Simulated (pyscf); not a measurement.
**Four-centre exchange: `[OH][B]([F])[F]` + `[FH]` → `[OH][B]([F])[F]` + `[FH]`**

Gas phase, singlet surface, charge 0. Bonds broken: B2–F6, F3–H7. Bonds formed: B2–F3, F6–H7. Optimised with ωB97X-D3(BJ)/def2-SVP in PySCF. MP2 and CC: frozen core, UHF for open shells. ΔMP2 is the change of the MP2 total energy from the triple- to the quadruple-zeta basis.

Transition state (Å):

```xyz
7

O     -0.9135    -0.1930     1.3986
B     -1.3025     0.0501     0.1247
F     -0.6973    -0.9557    -0.9537
F     -2.5776     0.2819    -0.1587
H      0.0277    -0.3477     1.5185
F     -0.3900     1.0981    -0.6571
H     -0.2581     0.0872    -1.2138
```

One imaginary mode, 937i cm⁻¹; descent along it reached the two sides named.

| bond | change | reactant side (Å) | saddle | product side |
|---|---|---|---|---|
| B2–F6 | breaks | 1.348 | 1.594 | 2.532 |
| F3–H7 | breaks | 0.928 | 1.161 | 2.074 |
| B2–F3 | forms | 2.522 | 1.594 | 1.349 |
| F6–H7 | forms | 2.113 | 1.161 | 0.928 |

Electronic energies relative to the separated reactants (kcal/mol):

```tsv
level	barrier	reaction energy	reverse barrier
ωB97X-D3(BJ)/def2-TZVP	22.6	0.0	22.6
PBE/def2-TZVP	18.3	0.0	18.3
r²SCAN/def2-TZVP	18.8	0.0	18.8
B3LYP-D3(BJ)/def2-TZVP	23.2	0.0	23.2
PBE0-D3(BJ)/def2-TZVP	20.9	0.0	20.9
M06-2X/def2-TZVP	21.4	0.0	21.4
ωB97M-D3(BJ)/def2-TZVP	21.9	0.0	21.9
HF/def2-TZVP	38.5	0.0	38.5
MP2/def2-QZVPP	24.3	0.0	24.3
CCSD/def2-TZVPP	26.4	0.0	26.4
CCSD(T)/def2-TZVPP	23.9	0.0	23.9
CCSD(T)/def2-TZVPP + ΔMP2(QZVPP)	25.0	0.0	25.0
```

With CCSD(T)/def2-TZVPP + ΔMP2(QZVPP) energies and thermal terms (ideal gas, 1 atm, RRHO with modes under 100 cm⁻¹ raised to 100, one conformer, R ln 2 for chiral ones without a mode under 150 cm⁻¹), in kcal/mol:

| T (K) | ΔH‡ | ΔG‡ | ΔH | ΔG |
|---|---|---|---|---|
| 298 | 23.6 | 34.1 | 0.0 | 0.0 |
| 600 | 23.4 | 44.8 | 0.0 | 0.0 |
| 900 | 23.6 | 55.5 | 0.0 | 0.0 |
| 1200 | 24.1 | 66.1 | 0.0 | 0.0 |

The same reactants have a lower exit, to F–B(F)–F + H₂O (barrier +12.8 kcal/mol at ωB97M-D3(BJ), against +21.9 kcal/mol here). This is the saddle that the search found; another between the same sides may lie lower. The CCSD(T) − MP2 part came from Ansatz, without density fitting, on the same reference.
